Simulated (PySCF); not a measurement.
Record of a relaxation.

Diacetylene, C4H2.
Bonds: C1–C2 (triple), C2–C3, C3–C4 (triple). Hydrogens: H5 on C1; H6 on C4.

Method: B3LYP/6-31+G* geometry optimisation, gas phase in PySCF; density fitting, grid level 1; the optimiser is geomeTRIC in internal coordinates, started from a GFN2-xTB structure. The frame can shift and turn from step to step; on so coarse a grid that alone can change the energy by a few meV, and forces under 0.02 eV/Å are noise.

Step 0: E = -4176.6016 eV, largest atomic force 0.806 eV/Å
```
atom  x, y, z in Å  |  force x, y, z in eV/Å
C1      1.858    0.308    0.073    0.296   0.060  -0.012
C2      0.671    0.113    0.104   -0.575  -0.118   0.032
C3     -0.670   -0.112    0.143    0.572   0.120  -0.034
C4     -1.858   -0.307    0.175   -0.293  -0.063   0.017
H5      2.892    0.482    0.048    0.794   0.130  -0.023
H6     -2.891   -0.482    0.208   -0.795  -0.129   0.021
```

Step 1: E = -4176.6299 eV, largest atomic force 0.139 eV/Å
```
atom  x, y, z in Å  |  force x, y, z in eV/Å
C1      1.856    0.318    0.039    0.139   0.001   0.012
C2      0.660    0.117    0.072   -0.066   0.042  -0.031
C3     -0.690   -0.102    0.107    0.066  -0.043   0.032
C4     -1.886   -0.304    0.142   -0.139   0.000  -0.010
H5      2.911    0.491    0.013   -0.055  -0.007  -0.002
H6     -2.941   -0.478    0.171    0.055   0.007  -0.001
```

Step 2: E = -4176.6302 eV, largest atomic force 0.027 eV/Å
```
atom  x, y, z in Å  |  force x, y, z in eV/Å
C1      1.857    0.318    0.039   -0.004  -0.013   0.010
C2      0.660    0.118    0.072   -0.005   0.021  -0.014
C3     -0.690   -0.104    0.108    0.005  -0.022   0.014
C4     -1.887   -0.304    0.142    0.004   0.014  -0.008
H5      2.910    0.490    0.012    0.002   0.003  -0.003
H6     -2.940   -0.477    0.170   -0.002  -0.003   0.002
```

Step 3: E = -4176.6302 eV, largest atomic force under 0.02 eV/Å
```
atom  x, y, z in Å  |  force x, y, z in eV/Å
C1      1.858    0.317    0.039   -0.008  -0.008   0.005
C2      0.660    0.119    0.072    0.002   0.006  -0.004
C3     -0.690   -0.105    0.109   -0.002  -0.007   0.004
C4     -1.888   -0.304    0.142    0.008   0.008  -0.004
H5      2.910    0.490    0.012    0.004   0.003  -0.003
H6     -2.940   -0.477    0.170   -0.004  -0.003   0.002
```

**Question.** Summarise the path.

**Answer.** The energy falls by 2.76 kJ/mol from step 0 to step 3; nine tenths of that is first reached at step 1. It falls at every step. The largest force goes from 0.806 to under 0.02 eV/Å. Among the bonds C4–H6 changes most (a near tie, within 0.001 Å, with another), from 1.048 to 1.067 Å; the atoms move by 0.022 Å rms after alignment.

The cost below is that of the whole optimisation. Time: 4.1 s; peak memory 0.37 GiB. Hardware: one thread, Arm Neoverse V1 (aarch64), no GPU (shared host).
